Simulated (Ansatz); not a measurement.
A run of Ansatz (development build ahead of 0.2.0) on doublet HO2 at this shape:

| atom | x (Å) | y (Å) | z (Å) |
| --- | --- | --- | --- |
| O | 0.0000 | 0.0000 | 0.0000 |
| H | 0.0000 | 1.2690 | -0.3240 |
| O | 0.0000 | 0.0000 | 1.3300 |

Its results:

| Quantity | Value |
| --- | --- |
| Converged | yes |
| Reference energy | -148.13569 hartree |
| CCSD correlation energy | -0.12071 hartree |
| Triples correction | -0.00243 hartree |
| Total energy | -148.25884 hartree |
| Spin squared of the determinant | 0.750 |

Which input gives this output? Name the method, the orbitals and the basis set, and write the input.

ROHF-CCSD(T) in STO-3G.

```yaml
crystal:
  periodic: [false, false, false]
  atoms:
    - { symbol: O, position_ang: [0.0, 0.0, 0.0] }
    - { symbol: H, position_ang: [0.0, 1.269, -0.324] }
    - { symbol: O, position_ang: [0.0, 0.0, 1.33] }
basis:
  gaussian: { orbitals: STO-3G }
magnetization:
  initial_magnetization: 1
hamiltonian:
  xc: hf
correlation:
  method: ccsd_t
  frozen_orbitals: { H: 0, O: 1 }
```
